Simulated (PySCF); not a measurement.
## Magnetisability: SMILES [SiH2]1[SiH2][SiH2]1, H6Si3

Geometry:
```csv
atom,x (Å),y (Å),z (Å)
Si1,-0.736,-1.128,0.065
Si2,1.330,-0.074,-0.235
Si3,-0.587,1.204,0.162
H4,-0.975,-1.872,1.335
H5,-1.397,-1.744,-1.121
H6,1.919,-0.059,-1.604
H7,2.345,-0.189,0.851
H8,-0.729,1.869,1.488
H9,-1.149,1.998,-0.968
```

Computed with PySCF 2.14.0, GIAO B97-2/aug-pcSseg-1 magnetisability, rotational g tensor and spin-rotation constants, non-relativistic, gas phase. Geometry: PBE0-D3(BJ)/def2-SVP.

Question: How diamagnetic is it, and how anisotropic?

Answer: Isotropic -1104 × 10⁻³⁰ J/T², or -66.5 × 10⁻⁶ cm³/mol; principal values -1285, -1014, -1014 × 10⁻³⁰ J/T², anisotropy 271 × 10⁻³⁰ J/T² (root of half the summed squared differences of the principal values). The susceptibility is in cgs units.

Question: Split it along the inertial axes a, b, c into diamagnetic and paramagnetic parts about the centre of mass, with the quadrupole moment.

Answer: 
| axis | χ (10⁻⁶ cm³/mol) | diamagnetic (10⁻⁶ cm³/mol) | paramagnetic (10⁻⁶ cm³/mol) | summed x² of all electrons (Å²) | quadrupole Θ (D Å) |
| --- | --- | --- | --- | --- | --- |
| a | -61.0 | -339.1 | 278.0 | 61.5 | -0.17 |
| b | -61.0 | -339.1 | 278.0 | 61.5 | -0.17 |
| c | -77.4 | -521.8 | 444.4 | 18.4 | +0.34 |

Anisotropies 2χaa − χbb − χcc = +16.3 and 2χbb − χaa − χcc = +16.3 × 10⁻⁶ cm³/mol. Θ is traceless in Buckingham's convention.

Question: And the rotational g tensor?

Answer: 
| axis | rotational constant (GHz) | g | nuclear part | electronic part |
| --- | --- | --- | --- | --- |
| a | 5.0540 | -0.0389 | 0.6212 | -0.6601 |
| b | 5.0484 | -0.0388 | 0.6206 | -0.6594 |
| c | 2.7879 | -0.0005 | 0.5816 | -0.5820 |

Oblate top; isotopes 1H, 28Si; no vibrational averaging.
